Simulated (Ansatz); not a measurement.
Saddle point of Si$_{2}$NH$_{7}$, singlet (Si₂NH₇ ([NH2][SiH2][SiH3]) → Si₂H₄ ([SiH][SiH3]) + NH₃ (still joined by a long Si–N bond); bonds formed: N2–H3; bonds broken: Si1–H3; bonds weakened to dative contacts: Si1–N2), PBE0-D4/def2-TZVP structure:

| atom | x (Å) | y (Å) | z (Å) |
| --- | --- | --- | --- |
| Si1 | -0.6373 | -0.7873 | 0.1224 |
| N2 | 1.1774 | -1.3221 | 0.0204 |
| H3 | 0.1358 | -2.1055 | -0.4104 |
| H4 | -0.8434 | -0.9590 | 1.5944 |
| Si5 | -0.8009 | 1.5278 | -0.2557 |
| H6 | 1.7997 | -1.3973 | 0.8175 |
| H7 | 1.6768 | -1.1065 | -0.8308 |
| H8 | 0.1044 | 2.3005 | 0.6460 |
| H9 | -0.4147 | 1.8489 | -1.6587 |
| H10 | -2.1978 | 2.0004 | -0.0451 |

Energies are electronic, without zero-point energy. Barriers and step energies count from the start structure reached by relaxing down the imaginary mode; all methods use the PBE0-D4 structures, on which another method's saddle can fall below an end. Ansatz 0.2.0; basis: def2-TZVPP, with def2-QZVPP for the basis limit; cores frozen in the correlated methods. B3LYP uses VWN-RPA correlation. Extrapolation: Hartree–Fock as exp(−7.88 √X), correlation as X^−2.97.

```csv
method,barrier (eV),step energy (eV)
SPW92,2.498,1.192
PBE-D4,?,1.219
BLYP-D4,2.780,1.292
r2SCAN-D4,?,1.426
B97M-V,2.933,1.305
PBE0-D4,2.925,1.319
B3LYP-D4,3.004,1.380
r2SCAN0-D4,3.077,1.452
BHLYP-D4,3.341,1.498
CAM-B3LYP-D4,3.143,1.470
wB97X-V,3.175,1.477
wB97M-V,?,1.323
B2PLYP,3.075,1.448
PBE-QIDH,3.140,1.443
RPA on PBE,3.025,1.331
HF,3.855,1.674
MP2,3.125,1.475
CCSD,3.242,1.417
CCSD(T),3.103,1.375
```

(1) Fill in the withheld barriers. (An estimate is asked for; the value comes from the calculation.)

The T1 diagnostic stays at or below 0.015. The restricted Hartree–Fock reference is unstable towards an unrestricted one at one or more of these structures.

## Answers

(1) The calculation gives: wB97M-V 3.070; r2SCAN-D4 2.886; PBE-D4 2.639 eV. Each is the energy of the saddle less that of the start structure, by the same method.

For comparison, the barrier by CCSD(T) at an estimated basis limit (MP2 extrapolated from triple and quadruple zeta, plus CCSD(T) − MP2 in triple zeta) is 3.107 eV.

Losses and insertions of silylenes and their heavier kin drive the gas-phase chemistry of silicon and germanium vapour deposition.

Labels in which every atom is bracketed show which atoms are joined, not bond orders.

For scale, one of the runs: CCSD(T)/def2-TZVPP, 213 basis functions, launched by `ansatz run in.yaml --threads 2 --pin off --events-out ev --progress --plain --max-ram 4352MiB`. Time: 46 s of wall clock on 2 CPU threads of an AMD EPYC 7R43; the host was shared. Peak host memory: 2.8 GiB.
